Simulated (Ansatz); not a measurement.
Basis-set extrapolation for H2S3 (`SSS`) (PBE0-D4/def2-TZVP geometry, frozen core, Ansatz). Multiplicity 1, RHF reference.

|  | def2-TZVPP | def2-QZVPP |
| --- | --- | --- |
| HF | -1193.796135 | -1193.830890 |
| MP2 correlation | -0.529141 | -0.578605 |
| CCSD(T) correlation | -0.605374 | not run |

Energies in hartree. Use E(X) = E(∞) + A·exp(−7.88·√X) for Hartree–Fock and E(X) = E(∞) + B·X^(−2.97) for correlation, with X = 3 and 4, and add CCSD(T) minus MP2 of the smaller set to the MP2 limit.

What is the CCSD(T) energy at the basis-set limit?

HF limit: -1193.830890 + (-0.034755) × 0.13774 = -1193.83568. MP2 limit: -0.578605 + (-0.049464) × 0.74074 = -0.61524. Higher-order term: -0.605374 − (-0.529141) = -0.07623. Total: -1194.52715 hartree, 329.9 kJ/mol below CCSD(T)/def2-TZVPP.
